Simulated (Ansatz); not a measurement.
# SiPO+ (triplet): the correlation ladder, cc-pVDZ

One table from this session's results is given with a row withheld; the runs are named, their logs left out.

Computed with Ansatz 0.2.0, Gaussian basis. Level: cc-pVDZ, core rule «outside noble gas», up to 11 orbitals frozen.

Plan: UHF; CCSD(T) on ROHF; CCSD(T) on UHF; BCCD(T) on ROHF; CISD as a restricted active space (open shells left free, so some higher excitations enter); CCSDT(Q) on ROHF; CCSDT(Q) on UHF.

34 further runs of the same task are left out: 8 for a known fault of the program, 13 that didn't finish, 13 set aside as unsound or not needed. Runs told in other sessions of the task aren't counted.

### The system

The geometry is a PBE0/def2-TZVP stationary point (not a proven minimum) of the parent state, kept for this charge and spin.

3 atoms, charge 1, spin multiplicity 3.

Atoms are counted from 1 here; the program's logs count them from 0.

Bond lengths: P1–O2 1.620 Å, O2–Si3 1.627 Å. Angles: P1–O2–Si3 180.0°.

The first run:

The input, in.yaml:

```yaml
crystal:
  periodic: [false, false, false]
  atoms:
    - {symbol: P, position_ang: [0.000000, 0.000000, -1.622100]}
    - {symbol: O, position_ang: [0.000000, 0.000000, -0.002600]}
    - {symbol: Si, position_ang: [0.000000, 0.000000, 1.624700]}
basis:
  gaussian: {orbitals: cc-pVDZ}
total_charge: 1
magnetization: {spin_polarized: true, initial_magnetization: 2}
hamiltonian: {xc: hf}
output: {orbitals: {seedname: orbitals}}
```

Started as:

```
ansatz run in.yaml --threads 1 --pin off --events-out ev --progress --plain --max-ram 2393MiB
```

Steps of the session up to this table: UHF; CCSD(T) on ROHF; CCSD(T) on UHF; BCCD(T) on ROHF; CISD as a restricted active space (open shells left free, so some higher excitations enter); CCSDT(Q) on ROHF; CCSDT(Q) on UHF.

One table of the session follows, with a row left open; its other results are not shown here.

```
   method  from UCCSDT(Q) (kJ/mol)
     ROHF                   +958.1
      UHF                   +941.2
     RMP2                   +112.4
     UMP2                   +113.9
     CISD                   +136.8
    RCCSD                        ?
    UCCSD                    +38.8
 RCCSD(T)                     +7.3
 UCCSD(T)                     +7.4
  BCCD(T)                     +6.8
   RCCSDT                     +4.0
   UCCSDT                     +4.0
RCCSDT(Q)                     +1.2
UCCSDT(Q)                        0
```

Estimate the missing values for RCCSD.

The run gave: from UCCSDT(Q) (kJ/mol): +39.0. In the column «from UCCSDT(Q) (kJ/mol)» it lies between UCCSD (+38.8) and RMP2 (+112.4).

To keep in mind: Restricted and unrestricted rows rest on different reference determinants; a gap between their highest levels can come from leftover correlation error, from unlike frozen cores or from another state.
